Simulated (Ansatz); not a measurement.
# H4Si + H2S: molecular dynamics

The plan is to follow the two partners and see whether they stay together, part or react. The start is relaxed first. Runs: 100 steps of 0.5 fs under a Nosé-Hoover thermostat at 700 K; 100 steps of 1 fs at constant energy, with velocities drawn for 1000 K; 100 steps of 0.5 fs at constant energy (fourth-order Milne integrator), with velocities drawn for 700 K. SMILES of the start: S.[SiH4].

Method: RKS revPBE-D4/STO-3G, in Ansatz 0.2.0.

## 1. The structure to begin with

Bond lengths: S1–H2 1.328 Å, S1–H3 1.326 Å, Si4–H5 1.460 Å, Si4–H6 1.464 Å, Si4–H7 1.458 Å, Si4–H8 1.463 Å. Angles: H2–S1–H3 92.4°, H5–Si4–H6 109.2°, H5–Si4–H7 110.5°, H5–Si4–H8 109.0°, H6–Si4–H7 109.8°, H6–Si4–H8 108.4°, H7–Si4–H8 109.9°.

Coordinates:

```xyz
8

S     0.0535   -0.3011   -2.8013
H    -0.9677    0.3583   -2.2677
H     0.8190   -0.0871   -1.7395
Si    0.0165    0.0030    1.3716
H    -1.0429   -0.9518    1.0587
H     1.2735   -0.4603    0.7814
H     0.1688    0.1400    2.8153
H    -0.3208    1.2989    0.7814
```

## 2. Preparing the start

File input.yaml:

```yaml
crystal:
  periodic: [false, false, false]
  atoms:
    - { symbol: S, position_ang: [0.0535, -0.3011, -2.8013] }
    - { symbol: H, position_ang: [-0.9677, 0.3583, -2.2677] }
    - { symbol: H, position_ang: [0.819, -0.0871, -1.7395] }
    - { symbol: Si, position_ang: [0.0165, 0.003, 1.3716] }
    - { symbol: H, position_ang: [-1.0429, -0.9518, 1.0587] }
    - { symbol: H, position_ang: [1.2735, -0.4603, 0.7814] }
    - { symbol: H, position_ang: [0.1688, 0.14, 2.8153] }
    - { symbol: H, position_ang: [-0.3208, 1.2989, 0.7814] }
basis:
  gaussian: { orbitals: STO-3G }
hamiltonian:
  xc: revpbe
  dispersion: d4
relax:
  f_tol: 0.02
  max_steps: 40
scf:
  lower_state_search: "off"
```

Launch:

```sh
ansatz run input.yaml --threads 1 --pin off --max-ram 2048MiB --backend cpu --events-out ev --progress --plain --runs-dir out
```

What it wrote, shortened:

```text
Warning: RAYON_NUM_THREADS=1 ignored (pool sized by the plan → 1); use --threads N
[...]
Functional definition: revPBE
[...]
294 factors; integrals over basis functions are off by at most 7.0e-6 eV
[...]
mean field -18594.36304441 eV, -683.3302381699 hartree, gradient 1.4e-6 eV, S^2 0.000000; 0 other end points of the search recorded, 0 dependent functions left out
[...]
reference -18594.36306791 eV, -683.3302390339 hartree; 18, 18 occupied and 6, 6 virtual orbitals, 294 factors
relax step   1: F+E_penalty+E_count = -18594.64235724 eV  Δ(F+E_penalty+E_count) = +0.000e0 eV  max|allowed force component| = 1.893e0 eV/Å  Δτ_max = 0.0000 Å  (10 SCF iters, accepted)
[...]
relax step   4: F+E_penalty+E_count = -18594.71117499 eV  Δ(F+E_penalty+E_count) = -2.989e-3 eV  max|allowed force component| = 7.091e-2 eV/Å  Δτ_max = 0.0335 Å  (14 SCF iters, accepted)
[...]
relax step   7: F+E_penalty+E_count = -18594.71851973 eV  Δ(F+E_penalty+E_count) = -2.138e-3 eV  max|allowed force component| = 1.336e-1 eV/Å  Δτ_max = 0.0590 Å  (14 SCF iters, accepted)
[...]
relax step  10: F+E_penalty+E_count = -18594.71975440 eV  Δ(F+E_penalty+E_count) = -8.204e-5 eV  max|allowed force component| = 2.900e-1 eV/Å  Δτ_max = 0.0074 Å  (9 SCF iters, accepted)
[...]
relax step  12: F+E_penalty+E_count = -18594.72502010 eV  Δ(F+E_penalty+E_count) = -5.266e-3 eV  max|allowed force component| = 4.911e-2 eV/Å  Δτ_max = 0.0664 Å  (14 SCF iters, accepted)
[...]
relax step  13: F+E_penalty+E_count = -18594.72963127 eV  Δ(F+E_penalty+E_count) = -4.611e-3 eV  max|allowed force component| = 7.486e-2 eV/Å  Δτ_max = 0.1000 Å  (15 SCF iters, accepted)
[...]
```

## 3. The output, continued: start relaxed

The log, continued, shortened:

```text
295 factors; integrals over basis functions are off by at most 1.5e-5 eV
[...]
mean field -18594.42635216 eV, -683.3325646869 hartree, gradient 1.7e-6 eV, S^2 0.000000; 0 other end points of the search recorded, 0 dependent functions left out
[...]
reference -18594.42637581 eV, -683.3325655560 hartree; 18, 18 occupied and 6, 6 virtual orbitals, 295 factors
relax step  14: F+E_penalty+E_count = -18594.73243692 eV  Δ(F+E_penalty+E_count) = -2.806e-3 eV  max|allowed force component| = 1.780e-1 eV/Å  Δτ_max = 0.0829 Å  (14 SCF iters, accepted)
[...]
relax step  16: F+E_penalty+E_count = -18594.73525503 eV  Δ(F+E_penalty+E_count) = -2.818e-3 eV  max|allowed force component| = 2.075e-2 eV/Å  Δτ_max = 0.0576 Å  (14 SCF iters, accepted)
[...]
Total energy: -18594.73777255 eV, -683.3440091751 hartree
Atom 0 at    -0.110411    -0.514112    -2.173853 Å, force    -0.005034    -0.007857     0.002702 eV/Å
Atom 1 at    -0.895942     0.573721    -2.451418 Å, force     0.005971     0.000879    -0.000720 eV/Å
Atom 2 at     1.018559     0.221092    -2.422550 Å, force    -0.001054     0.006879    -0.002014 eV/Å
Atom 3 at    -0.003320    -0.058990     1.400782 Å, force     0.001397    -0.001913    -0.000444 eV/Å
Atom 4 at    -1.043926    -1.033043     1.111377 Å, force     0.000159     0.002484     0.000225 eV/Å
Atom 5 at     1.287795    -0.552859     0.948239 Å, force    -0.000044     0.000090     0.000158 eV/Å
Atom 6 at     0.054103     0.159179     2.839848 Å, force    -0.001045     0.000508    -0.001431 eV/Å
Atom 7 at    -0.306959     1.204912     0.747475 Å, force    -0.000349    -0.001070     0.001525 eV/Å
Dipole moment:     0.033702     0.184056    -0.089229 e Å
Checks for a lower state left out: stability, starts, cluster_reference, orbital_swaps, neighbouring_geometries, increment
```

It took 11 s on 1 thread of Intel Xeon 6975P-C (Granite Rapids), shared host; peak memory 0.1 GiB.

The steps of the relaxation:

| step | energy from step 1 (eV) | largest force component (eV/Å) |
| --- | --- | --- |
| 1 | 0.0000 | 1.8927 |
| 2 | -0.0645 | 0.2103 |
| 3 | -0.0658 | 0.3476 |
| 4 | -0.0688 | 0.0709 |
| 5 | -0.0707 | 0.1517 |
| 6 | -0.0740 | 0.0944 |
| 7 | -0.0762 | 0.1336 |
| 8 | -0.0773 | 0.2584 |
| 9 | -0.0773 | 0.2650 |
| 10 | -0.0774 | 0.2900 |
| 11x | -0.0659 | 0.9544 |
| 12 | -0.0827 | 0.0491 |
| 13 | -0.0873 | 0.0749 |
| 14 | -0.0901 | 0.1780 |
| 15x | -0.0793 | 0.9101 |
| 16 | -0.0929 | 0.0208 |
| 17x | -0.0846 | 0.7790 |
| 18 | -0.0940 | 0.0232 |
| 19 | -0.0945 | 0.1034 |
| 20 | -0.0949 | 0.0735 |
| 21 | -0.0952 | 0.0637 |
| 22 | -0.0953 | 0.0390 |
| 23 | -0.0954 | 0.0079 |

Step 1 is the start. 3 steps were tried and not accepted (marked x).

After: Bond lengths: S1–H2 1.370 Å, S1–H3 1.370 Å, Si4–H5 1.454 Å, Si4–H6 1.455 Å, Si4–H7 1.457 Å, Si4–H8 1.455 Å. Angles: H2–S1–H3 90.6°, H5–Si4–H6 110.2°, H5–Si4–H7 109.0°, H5–Si4–H8 110.1°, H6–Si4–H7 108.9°, H6–Si4–H8 109.9°, H7–Si4–H8 108.8°.

## 4. Run 1

100 steps of 0.5 fs under a Nosé-Hoover thermostat at 700 K, from the relaxed start.

File input.yaml:

```yaml
crystal:
  periodic: [false, false, false]
  atoms:
    - { symbol: S, position_ang: [-0.110411, -0.514112, -2.173853] }
    - { symbol: H, position_ang: [-0.895942, 0.573721, -2.451418] }
    - { symbol: H, position_ang: [1.018559, 0.221092, -2.42255] }
    - { symbol: Si, position_ang: [-0.00332, -0.05899, 1.400782] }
    - { symbol: H, position_ang: [-1.043926, -1.033043, 1.111377] }
    - { symbol: H, position_ang: [1.287795, -0.552859, 0.948239] }
    - { symbol: H, position_ang: [0.054103, 0.159179, 2.839848] }
    - { symbol: H, position_ang: [-0.306959, 1.204912, 0.747475] }
basis:
  gaussian: { orbitals: STO-3G }
hamiltonian:
  xc: revpbe
  dispersion: d4
md:
  timestep: 0.5
  n_steps: 100
  ensemble: nvt_nose_hoover
  temperature: 700.0
  initial_velocities: maxwell_boltzmann
  seed: 98157
  nose_hoover: { tau: 1.0, chain_length: 1 }
scf:
  lower_state_search: "off"
```

Launch:

```sh
ansatz run input.yaml --threads 1 --pin off --max-ram 2048MiB --backend cpu --events-out ev --progress --plain --runs-dir out
```

What it wrote, shortened:

```text
Warning: RAYON_NUM_THREADS=1 ignored (pool sized by the plan → 1); use --threads N
[...]
Functional definition: revPBE
[...]
297 factors; integrals over basis functions are off by at most 1.2e-5 eV
[...]
mean field -18594.43327950 eV, -683.3328192619 hartree, gradient 3.6e-6 eV, S^2 0.000000; 0 other end points of the search recorded, 0 dependent functions left out
[...]
reference -18594.43330400 eV, -683.3328201623 hartree; 18, 18 occupied and 6, 6 virtual orbitals, 297 factors
md step     0: t =     0.00 fs  T =   700.0 K  F+E_penalty+E_count = -18594.73775008 eV  E_kin = 0.542892 eV  conserved = -18594.19485809 eV  (10 SCF iters)
[...]
md step    12: t =     6.00 fs  T =   576.8 K  F+E_penalty+E_count = -18594.32099358 eV  E_kin = 0.447317 eV  conserved = -18594.19119955 eV  (15 SCF iters, 3 dispersion substeps)
[...]
md step    24: t =    12.00 fs  T =  1053.4 K  F+E_penalty+E_count = -18594.29295131 eV  E_kin = 0.816951 eV  conserved = -18594.18944259 eV  (14 SCF iters, 3 dispersion substeps)
[...]
md step    36: t =    18.00 fs  T =   729.6 K  F+E_penalty+E_count = -18594.36628987 eV  E_kin = 0.565878 eV  conserved = -18594.19095494 eV  (15 SCF iters, 3 dispersion substeps)
[...]
md step    48: t =    24.00 fs  T =   430.3 K  F+E_penalty+E_count = -18594.45760427 eV  E_kin = 0.333729 eV  conserved = -18594.19371812 eV  (15 SCF iters, 3 dispersion substeps)
md step    49: t =    24.50 fs  T =   587.9 K  F+E_penalty+E_count = -18594.39807713 eV  E_kin = 0.455937 eV  conserved = -18594.19274885 eV  (15 SCF iters, 3 dispersion substeps)
```

## 5. More of the same log: dynamics from the start

Output, continued, shortened:

```text
md step    50: t =    25.00 fs  T =   884.8 K  F+E_penalty+E_count = -18594.32587166 eV  E_kin = 0.686216 eV  conserved = -18594.19148462 eV  (15 SCF iters, 3 dispersion substeps)
[...]
md step    62: t =    31.00 fs  T =   657.0 K  F+E_penalty+E_count = -18594.47592079 eV  E_kin = 0.509545 eV  conserved = -18594.19306269 eV  (15 SCF iters, 3 dispersion substeps)
[...]
md step    74: t =    37.00 fs  T =   507.1 K  F+E_penalty+E_count = -18594.60019019 eV  E_kin = 0.393310 eV  conserved = -18594.19435491 eV  (15 SCF iters, 3 dispersion substeps)
[...]
md step    86: t =    43.00 fs  T =   754.3 K  F+E_penalty+E_count = -18594.37658806 eV  E_kin = 0.584995 eV  conserved = -18594.19369777 eV  (15 SCF iters, 3 dispersion substeps)
[...]
Total energy: -18594.39039229 eV, -683.3312431861 hartree
Atom 0 at    -0.141952    -0.458163    -2.275499 Å, force    -0.012023    -0.523559     0.835101 eV/Å
Atom 1 at     0.466171    -0.111334    -3.432077 Å, force     0.492990    -0.017529    -0.427790 eV/Å
Atom 2 at     0.937716    -1.222855    -1.822996 Å, force    -0.494213     0.499562    -0.545422 eV/Å
Atom 3 at    -0.015295    -0.048426     1.510544 Å, force     0.592478     0.627222    -0.515490 eV/Å
Atom 4 at    -0.357491    -1.500229     1.563638 Å, force     0.020601     0.826507    -0.412883 eV/Å
Atom 5 at     0.838324     0.353215     0.246270 Å, force    -1.389511    -0.672713     1.878542 eV/Å
Atom 6 at     0.805496     0.150033     2.724283 Å, force    -0.187143     0.100347    -0.472465 eV/Å
Atom 7 at    -1.239764     0.830355     1.668540 Å, force     0.976821    -0.839836    -0.339593 eV/Å
Dipole moment:     0.165534    -0.043632    -0.153544 e Å
Checks for a lower state left out: stability, starts, cluster_reference, orbital_swaps, neighbouring_geometries, increment
```

It took 50 s on 1 thread of Intel Xeon 6975P-C (Granite Rapids), shared host; peak memory 0.081 GiB.

## 6. What the atoms did

One step in 4; energies are changes from step 0:

| time (fs) | T (K) | potential energy change (meV/atom) | conserved energy change (meV/atom) | closest contact of the partners (Å) |
| --- | --- | --- | --- | --- |
| 0.0 | 700 | 0.0 | 0.00 | 3.31 |
| 2.0 | 564 | 27.7 | 0.39 | 3.39 |
| 4.0 | 983 | 62.8 | 0.68 | 3.42 |
| 6.0 | 577 | 52.1 | 0.46 | 3.37 |
| 8.0 | 711 | 30.1 | 0.10 | 3.31 |
| 10.0 | 585 | 53.6 | 0.47 | 3.24 |
| 12.0 | 1053 | 55.6 | 0.68 | 3.14 |
| 14.0 | 459 | 15.6 | 0.05 | 3.04 |
| 16.0 | 667 | 13.9 | 0.10 | 2.95 |
| 18.0 | 730 | 46.4 | 0.49 | 2.80 |
| 20.0 | 702 | 47.5 | 0.47 | 2.68 |
| 22.0 | 675 | 22.0 | 0.03 | 2.57 |
| 24.0 | 430 | 35.0 | 0.14 | 2.53 |
| 26.0 | 1207 | 68.0 | 0.71 | 2.52 |
| 28.0 | 469 | 48.3 | 0.32 | 2.51 |
| 30.0 | 811 | 23.6 | 0.04 | 2.47 |
| 32.0 | 528 | 46.7 | 0.44 | 2.44 |
| 34.0 | 1052 | 49.7 | 0.52 | 2.47 |
| 36.0 | 480 | 24.4 | 0.19 | 2.54 |
| 38.0 | 731 | 19.6 | 0.03 | 2.62 |
| 40.0 | 597 | 70.2 | 0.75 | 2.71 |
| 42.0 | 1093 | 66.9 | 0.55 | 2.74 |
| 44.0 | 399 | 37.8 | 0.05 | 2.70 |
| 46.0 | 781 | 44.2 | 0.21 | 2.65 |
| 48.0 | 631 | 66.3 | 0.55 | 2.59 |
| 50.0 | 738 | 43.4 | 0.36 | 2.60 |

time (fs), T (K) and a bar:
```
      0.0        700 ###########
      2.0        564 #####
      4.5        971 #####################
      6.5        551 #####
      8.5        739 ############
     11.0        682 ##########
     13.0        813 ###############
     15.0        420 
     17.5        931 ###################
     19.5        552 #####
     21.5        886 ##################
     24.0        430 
     26.0       1207 ##############################
     28.5        530 ####
     30.5        763 #############
     32.5        574 ######
     35.0        752 #############
     37.0        507 ###
     39.0        802 ###############
     41.5        905 ##################
     43.5        526 ####
     45.5        529 ####
     48.0        631 ########
     50.0        738 ############
```

## 7. Frames from the trajectory

Extended XYZ, with forces in eV/Å:

```xyz
8
time_fs=6.0 T=577 dE=0.4168
S    -0.116   -0.510   -2.182    0.306   -0.079    0.132
H    -0.810    0.588   -2.654    0.602   -0.024    0.038
H     1.164    0.031   -2.338   -0.910    0.118   -0.097
Si   -0.006   -0.057    1.397   -1.248   -0.006    2.131
H    -1.063   -1.193    1.288    1.325    1.570   -0.133
H     1.318   -0.504    0.984   -0.169    0.171   -0.619
H     0.239    0.145    2.894   -0.463   -0.236   -1.392
H    -0.493    1.319    0.950    0.557   -1.514   -0.060
8
time_fs=12.5 T=1028 dE=0.3440
S    -0.122   -0.507   -2.188    0.034   -0.190    0.155
H    -0.533    0.605   -2.857   -0.123    0.214   -0.132
H     1.177   -0.091   -2.290    0.067   -0.015    0.012
Si   -0.013   -0.055    1.413    2.388   -0.021    0.058
H    -0.880   -1.112    1.410   -1.733   -1.962   -0.448
H     1.267   -0.384    0.805   -0.234    0.140   -0.486
H     0.343    0.086    2.753    0.351    0.272    1.794
H    -0.600    1.153    1.070   -0.750    1.564   -0.953
8
time_fs=19.0 T=506 dE=0.4332
S    -0.128   -0.505   -2.195   -0.284    0.933   -0.800
H    -0.299    0.605   -3.031   -0.318   -0.714    0.477
H     1.193   -0.204   -2.238    0.560   -0.227    0.233
Si   -0.005   -0.056    1.436   -1.660   -0.116    0.362
H    -0.975   -1.297    1.372    1.480    1.808    0.028
H     1.128   -0.229    0.498   -0.317   -0.051    0.622
H     0.457    0.091    2.899   -0.420   -0.061   -1.702
H    -0.779    1.206    0.958    0.959   -1.571    0.781
8
time_fs=25.0 T=885 dE=0.4119
S    -0.133   -0.496   -2.206    0.562   -0.462    0.350
H    -0.177    0.492   -3.129    0.070    0.421   -0.394
H     1.255   -0.405   -2.121   -0.676    0.019   -0.131
Si   -0.007   -0.057    1.458    1.053    0.487   -1.744
H    -0.803   -1.168    1.323   -1.252   -2.095    0.133
H     0.936   -0.103    0.365    0.766   -0.255    0.372
H     0.506    0.106    2.749    0.669    0.214    1.372
H    -0.791    0.997    1.006   -1.192    1.671    0.041
8
time_fs=31.0 T=657 dE=0.2618
S    -0.135   -0.487   -2.218   -0.912    0.178   -0.383
H    -0.012    0.394   -3.288    0.336   -0.405    0.477
H     1.198   -0.630   -2.022    0.533    0.197   -0.279
Si   -0.008   -0.054    1.468   -1.197   -0.003   -0.683
H    -0.764   -1.370    1.339    0.823    1.149    0.486
H     0.929   -0.019    0.333    0.001    0.012    0.626
H     0.691    0.163    2.775   -0.516   -0.259   -0.775
H    -1.021    1.038    1.177    0.931   -0.869    0.531
8
time_fs=37.5 T=606 dE=0.1330
S    -0.143   -0.478   -2.232    0.804   -0.109   -0.107
H     0.253    0.221   -3.338   -0.266    0.134   -0.164
H     1.197   -0.779   -2.031   -0.577   -0.049    0.147
Si   -0.018   -0.051    1.470    0.832    0.156    0.092
H    -0.586   -1.385    1.503   -0.114   -0.105   -0.120
H     1.018    0.051    0.421   -0.723    0.086    0.134
H     0.750    0.148    2.680   -0.064   -0.043    0.363
H    -1.067    0.964    1.462    0.108   -0.070   -0.346
8
time_fs=44.0 T=399 dE=0.3025
S    -0.145   -0.468   -2.253    0.322    0.298   -0.778
H     0.439    0.038   -3.406   -0.545   -0.026    0.302
H     1.078   -0.988   -1.968    0.199   -0.299    0.383
Si   -0.021   -0.048    1.479    0.476   -0.552    2.301
H    -0.402   -1.455    1.657   -0.237    0.305   -0.731
H     0.942    0.207    0.450   -0.095    0.109   -0.803
H     0.779    0.109    2.695   -0.051    0.231   -0.079
H    -1.128    0.878    1.680   -0.068   -0.067   -0.595
8
time_fs=50.0 T=738 dE=0.3474
S    -0.142   -0.458   -2.276   -0.012   -0.524    0.835
H     0.466   -0.111   -3.432    0.493   -0.018   -0.428
H     0.938   -1.223   -1.823   -0.494    0.500   -0.545
Si   -0.015   -0.048    1.510    0.593    0.627   -0.515
H    -0.357   -1.500    1.564    0.021    0.827   -0.413
H     0.838    0.353    0.246   -1.389   -0.673    1.879
H     0.805    0.150    2.724   -0.187    0.100   -0.472
H    -1.240    0.830    1.669    0.977   -0.840   -0.340
```

Reading of run 1. Against a set 700 K the second half averages 712 K with a spread of 220 K. A thermostat time of 1 fs is as short as the fastest vibrations or shorter, so the thermostat can drive swings of its own. The conserved energy strays from its start by at most 0.96 meV/atom, 1.4 % of the mean kinetic energy, so a step of 0.5 fs is short enough over this time. The bonds all hold. The partners' closest contact goes from 3.31 to 2.60 Å; so short a run doesn't show whether they stay bound.

## 8. Run 2

100 steps of 1 fs at constant energy, with velocities drawn for 1000 K, from the relaxed start.

input.yaml, as its differences from that of step 4:

```diff
@@ -17,9 +17,8 @@
 md:
-  timestep: 0.5
+  timestep: 1.0
   n_steps: 100
-  ensemble: nvt_nose_hoover
-  temperature: 700.0
+  ensemble: nve
+  temperature: 1000.0
   initial_velocities: maxwell_boltzmann
-  seed: 98157
-  nose_hoover: { tau: 1.0, chain_length: 1 }
+  seed: 355774
 scf:
```

Launch:

```sh
ansatz run input.yaml --threads 1 --pin off --max-ram 2048MiB --backend cpu --events-out ev --progress --plain --runs-dir out
```

What it wrote, shortened:

```text
Warning: RAYON_NUM_THREADS=1 ignored (pool sized by the plan → 1); use --threads N
[...]
Functional definition: revPBE
[...]
297 factors; integrals over basis functions are off by at most 1.2e-5 eV
[...]
mean field -18594.43327950 eV, -683.3328192619 hartree, gradient 3.6e-6 eV, S^2 0.000000; 0 other end points of the search recorded, 0 dependent functions left out
[...]
reference -18594.43330400 eV, -683.3328201623 hartree; 18, 18 occupied and 6, 6 virtual orbitals, 297 factors
md step     0: t =     0.00 fs  T =  1000.0 K  F+E_penalty+E_count = -18594.73775008 eV  E_kin = 0.775560 eV  conserved = -18593.96219009 eV  (10 SCF iters)
[...]
md step    12: t =    12.00 fs  T =   653.0 K  F+E_penalty+E_count = -18594.46490253 eV  E_kin = 0.506411 eV  conserved = -18593.95849183 eV  (15 SCF iters, 5 dispersion substeps)
[...]
md step    24: t =    24.00 fs  T =   286.5 K  F+E_penalty+E_count = -18594.17598669 eV  E_kin = 0.222190 eV  conserved = -18593.95379657 eV  (15 SCF iters, 5 dispersion substeps)
[...]
md step    36: t =    36.00 fs  T =   549.7 K  F+E_penalty+E_count = -18594.37989267 eV  E_kin = 0.426290 eV  conserved = -18593.95360292 eV  (15 SCF iters, 5 dispersion substeps)
[...]
md step    48: t =    48.00 fs  T =   561.9 K  F+E_penalty+E_count = -18594.38803173 eV  E_kin = 0.435811 eV  conserved = -18593.95222035 eV  (14 SCF iters, 5 dispersion substeps)
md step    49: t =    49.00 fs  T =   646.9 K  F+E_penalty+E_count = -18594.45620633 eV  E_kin = 0.501679 eV  conserved = -18593.95452768 eV  (15 SCF iters, 5 dispersion substeps)
```

## 9. More of the same log: dynamics from the start

The log, continued, shortened:

```text
md step    50: t =    50.00 fs  T =   737.9 K  F+E_penalty+E_count = -18594.53063201 eV  E_kin = 0.572282 eV  conserved = -18593.95835033 eV  (15 SCF iters, 5 dispersion substeps)
[...]
md step    62: t =    62.00 fs  T =   414.5 K  F+E_penalty+E_count = -18594.27544093 eV  E_kin = 0.321432 eV  conserved = -18593.95400884 eV  (15 SCF iters, 5 dispersion substeps)
[...]
md step    74: t =    74.00 fs  T =   177.4 K  F+E_penalty+E_count = -18594.08842313 eV  E_kin = 0.137548 eV  conserved = -18593.95087502 eV  (15 SCF iters, 5 dispersion substeps)
[...]
md step    86: t =    86.00 fs  T =   540.6 K  F+E_penalty+E_count = -18594.37155052 eV  E_kin = 0.419267 eV  conserved = -18593.95228395 eV  (15 SCF iters, 5 dispersion substeps)
[...]
Total energy: -18594.52336833 eV, -683.3361299657 hartree
Atom 0 at    -0.120075    -0.522620    -2.407355 Å, force     0.347871    -0.406535     0.238923 eV/Å
Atom 1 at    -0.448093     0.386330    -1.452457 Å, force    -0.192545     0.349530     0.120581 eV/Å
Atom 2 at     0.619507    -1.195771    -1.451650 Å, force    -0.153823     0.058452    -0.406098 eV/Å
Atom 3 at     0.003140     0.000194     1.574676 Å, force     0.493666    -0.161241     0.437506 eV/Å
Atom 4 at    -0.770028    -1.169714     1.040015 Å, force     0.462870     0.855064     0.316200 eV/Å
Atom 5 at     1.378503     0.010468     0.940841 Å, force    -1.082020    -0.156356     0.687114 eV/Å
Atom 6 at     0.080300    -0.132180     3.105582 Å, force    -0.014685     0.241688    -1.731080 eV/Å
Atom 7 at    -0.619171     1.295497     1.172245 Å, force     0.138666    -0.780602     0.336853 eV/Å
Dipole moment:     0.027736     0.025416     0.217334 e Å
Checks for a lower state left out: stability, starts, cluster_reference, orbital_swaps, neighbouring_geometries, increment
```

Wall time 54 s (1 thread of Intel Xeon 6975P-C (Granite Rapids), shared host); peak memory 0.084 GiB.

(Part 1 of 2 ends here.)
